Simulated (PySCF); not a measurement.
**The bond of SiH, level by level**

An exercise on one series of results from a longer session: the logs are not shown, and one member is left open.

Method: Si def2-TZVPP, H def2-TZVPP, no relativity; program: PySCF 2.14.0.

Set-up of the first run:

Settings of the job:

| Property | Result |
| --- | --- |
| atoms | Si, H |
| charge | 0 |
| basis | Si def2-TZVPP, H def2-TZVPP |
| Hamiltonian | no relativity |
| basis functions | 56 |
| electrons treated | 15 |
| masses in u | 27.9769, 1.0078 |
| levels | PBE0, PBE, r²SCAN, PW91, revPBE, B3LYP, M06, LC-ωPBE, HF, MP2, SCS-MP2, CCSD, CCSD(T) |
| grid | 80 radial by 434 angular points |
| occupations | held fixed by the projection of orbital angular momentum |
| dissociation limit | Si + H, each in its ground configuration |
| starting distance in angstrom | 1.435 |
| values of 2S to try | 1, 3 |

On the command line:

```sh
> OMP_NUM_THREADS=1 python dia.py task.json out
```

Among the steps run: Input; First curve: PBE0; Other states along the same grid; PBE (GGA); r²SCAN (meta-GGA); PW91 (GGA); revPBE; B3LYP; M06 (hybrid meta-GGA); LC-ωPBE; UHF; MP2 and coupled cluster.

One table of the session follows, with a row left open; its other results are not shown here.

It belongs to the step «The curves together». Energy (eV) from each level's lowest point:

```
R (Å)    UHF  UHF-MP2  UHF-SCS-MP2  UHF-CCSD  UHF-CCSD(T)
1.318  0.418    0.416        0.418       n/a          n/a
1.380  0.178    0.178        0.180     0.190        0.194
1.441  0.047    0.047        0.049     0.055        0.058
1.487      ?        ?            ?         ?            ?
1.533  0.000    0.000        0.000     0.000        0.000
1.579  0.028    0.026        0.026     0.022        0.020
1.640  0.104    0.100        0.098     0.088        0.085
1.717  0.247    0.239        0.235     0.216        0.211
1.809  0.468    0.453        0.446     0.415        0.405
1.932  0.811    0.785        0.773       n/a          n/a
```

Estimate the missing values for R (Å) = 1.487.

Worked estimate for «UHF». A straight line through the neighbours (1.441, 0.047) and (1.533, 0.000) gives 0.047 + (0.000 − 0.047) × (1.487 − 1.441) / (1.533 − 1.441) = 0.023; a parabola fitted to 4 rows on both sides gives 0.003.

**Answer.** UHF: 0.004; UHF-MP2: 0.005; UHF-SCS-MP2: 0.005; UHF-CCSD: 0.009; UHF-CCSD(T): 0.010. In «UHF» the line misses by +0.019 and the parabola by -0.001.
